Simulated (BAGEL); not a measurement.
**AlH2SF (SMILES [F][AlH][SH]): HF/6-31G(d) (density fitting with qzvpp-jkfit, spherical functions)**

Aim: the energy change on altering one bond length of AlH2SF at HF/6-31G* (density fitting with qzvpp-jkfit, spherical functions), from 2 runs. 

The calculation is run with BAGEL 1.2.2.

5 further runs of the same task are left out: 4 that didn't finish, 1 set aside as unsound or not needed. Runs told in other sessions of the task aren't counted.

**1. The structure to begin with**

The species is AlH2SF (5 atoms), meant as a singlet with charge 0. As SMILES, `[F][AlH][SH]`. Geometry: relaxed at PBE0-D4/def2-TZVP. This is one conformer, not always the lowest.

Bond lengths: F1–Al2 1.645 Å, Al2–S3 2.169 Å, Al2–H4 1.569 Å, S3–H5 1.345 Å. Angles: F1–Al2–S3 116.3°, F1–Al2–H4 119.8°, S3–Al2–H4 123.9°, Al2–S3–H5 91.6°.

**2. The energy at HF/6-31G(d) (density fitting with qzvpp-jkfit, spherical functions)**

File hf.json:

```json
{ "bagel" : [

{
  "title" : "molecule",
  "basis" : "6-31gs.json",
  "df_basis" : "qzvpp-jkfit",
  "angstrom" : true,
  "geometry" : [
    { "atom" : "F", "xyz" : [      -1.203500,      -1.535800,       0.877500 ] },
    { "atom" : "Al", "xyz" : [      -0.513900,      -0.309100,       0.024800 ] },
    { "atom" : "S", "xyz" : [       1.536100,       0.182600,       0.533500 ] },
    { "atom" : "H", "xyz" : [      -1.341100,       0.430400,      -1.085200 ] },
    { "atom" : "H", "xyz" : [       1.572300,       1.158200,      -0.392100 ] }
  ]
},

{
  "title" : "hf"
},

{
  "title" : "print",
  "file" : "orbitals.molden",
  "orbitals" : true
}

]}
```

The basis set 6-31G* is read from a file made from the Basis Set Exchange's data (not shown).

Started as:

```sh
$ BAGEL_NUM_THREADS=1 BAGEL hf.json > hf.out
```

Standard output:

```text
* using 1 threads per process

  ===============================================================
  ===============================================================

  *** Geometry ***

  { "atom" : "F", "xyz" : [     -2.274285,     -2.902241,      1.658235 ] },
  { "atom" : "Al", "xyz" : [     -0.971130,     -0.584114,      0.046865 ] },
  { "atom" : "S", "xyz" : [      2.902808,      0.345064,      1.008169 ] },
  { "atom" : "H", "xyz" : [     -2.534312,      0.813338,     -2.050731 ] },
  { "atom" : "H", "xyz" : [      2.971216,      2.188681,     -0.740962 ] },

  Number of auxiliary basis functions:      369

  Since a DF basis is specified, we compute 2- and 3-index integrals:
    o Being stored without compression. Storage requirement is 0.009 GB

  Number of basis functions:       54
  Number of electrons      :       40

    * METHOD: MOLECULE                             0.10

  *** RHF ***

  === Nuclear Repulsion ===
   130.7631620136

      * DIIS with orbital gradients will be used.

  === RHF iteration (6-31gs.json) ===
      0       -739.97596513          0.02444508           0.02
      1       -740.07472947          0.01613702           0.02
      2       -740.12965043          0.00148417           0.02
      3       -740.13063133          0.00029769           0.02
      4       -740.13067612          0.00007280           0.02
      5       -740.13067941          0.00001573           0.02
      6       -740.13067959          0.00000540           0.02
      7       -740.13067961          0.00000117           0.02
      8       -740.13067961          0.00000042           0.02
      9       -740.13067961          0.00000015           0.02
     10       -740.13067961          0.00000004           0.02
     11       -740.13067961          0.00000001           0.02
    * SCF iteration converged.

    * Permanent dipole moment:
           (    0.147909,    -0.593920,     0.644354) a.u.

    * METHOD: HF                                   0.32

    * METHOD: PRINT                                0.01

  ===============================================================
```

Run time: 0.54 s. Hardware: 1 thread of Arm Neoverse V2, shared host.

**3. The distorted shape**

File job.json:

```json
{ "bagel": [

{
  "title": "molecule",
  "basis": "6-31gs.json",
  "df_basis": "qzvpp-jkfit",
  "angstrom": true,
  "geometry": [
    { "atom": "F", "xyz": [      -0.955342,      -1.757648,       1.210497 ] },
    { "atom": "Al", "xyz": [      -0.265742,      -0.530948,       0.357797 ] },
    { "atom": "S", "xyz": [       1.784258,      -0.039248,       0.866497 ] },
    { "atom": "H", "xyz": [      -1.341100,       0.430400,      -1.085200 ] },
    { "atom": "H", "xyz": [       1.820458,       0.936352,      -0.059103 ] }
  ]
},

{
  "title": "hf"
},

{
  "title": "print",
  "file": "orbitals.molden",
  "orbitals": true
}

]}
```

The basis set 6-31G* is read from a file made from the Basis Set Exchange's data (not shown).

Started as:

```sh
$ BAGEL_NUM_THREADS=1 BAGEL job.json > job.out
```

Standard output:

```text
* using 1 threads per process

  ===============================================================
  ===============================================================

  *** Geometry ***

  { "atom" : "F", "xyz" : [     -1.805335,     -3.321473,      2.287508 ] },
  { "atom" : "Al", "xyz" : [     -0.502180,     -1.003346,      0.676138 ] },
  { "atom" : "S", "xyz" : [      3.371759,     -0.074168,      1.637442 ] },
  { "atom" : "H", "xyz" : [     -2.534312,      0.813338,     -2.050731 ] },
  { "atom" : "H", "xyz" : [      3.440167,      1.769449,     -0.111688 ] },

  Number of auxiliary basis functions:      369

  Since a DF basis is specified, we compute 2- and 3-index integrals:
    o Being stored without compression. Storage requirement is 0.009 GB

  Number of basis functions:       54
  Number of electrons      :       40

    * METHOD: MOLECULE                             0.10

  *** RHF ***

  === Nuclear Repulsion ===
   129.2377650525

      * DIIS with orbital gradients will be used.

  === RHF iteration (6-31gs.json) ===
      0       -739.93775763          0.02430360           0.02
      1       -740.03528208          0.01635223           0.02
      2       -740.09186261          0.00150028           0.02
      3       -740.09302515          0.00030781           0.02
      4       -740.09307712          0.00007753           0.02
      5       -740.09308141          0.00001895           0.02
      6       -740.09308169          0.00000656           0.02
      7       -740.09308173          0.00000166           0.02
      8       -740.09308173          0.00000059           0.02
      9       -740.09308173          0.00000022           0.02
     10       -740.09308173          0.00000005           0.02
     11       -740.09308173          0.00000001           0.02
     12       -740.09308173          0.00000000           0.02
    * SCF iteration converged.

    * Permanent dipole moment:
           (   -0.103371,    -0.456056,     0.390876) a.u.

    * METHOD: HF                                   0.35

    * METHOD: PRINT                                0.01

  ===============================================================
```

It took 0.58 s on 1 thread of Arm Neoverse V2, shared host.

**4. What came out**

Level: HF/6-31G* (density fitting with qzvpp-jkfit, spherical functions).

| quantity | value |
| --- | --- |
| first shape: total energy | -740.13068 Eh |
| first shape: dipole moment | 2.26 D |
| first shape: HOMO energy | -10.77 eV |
| first shape: LUMO energy | 1.75 eV |
| first shape: HOMO–LUMO gap | 12.52 eV |
| distorted shape: total energy | -740.09308 Eh |
| distorted shape: dipole moment | 1.55 D |
| distorted shape: HOMO energy | -11.01 eV |
| distorted shape: LUMO energy | 1.59 eV |
| distorted shape: HOMO–LUMO gap | 12.60 eV |
| energy change with the Al2–H4 bond stretched from 1.569 to 2.040 Å | 1.023 eV |

In words: With the Al2–H4 bond stretched from 1.569 to 2.040 Å the energy rises by 1.02 eV (99 kJ/mol). The first shape isn't relaxed at this level, so the change isn't measured from a minimum.
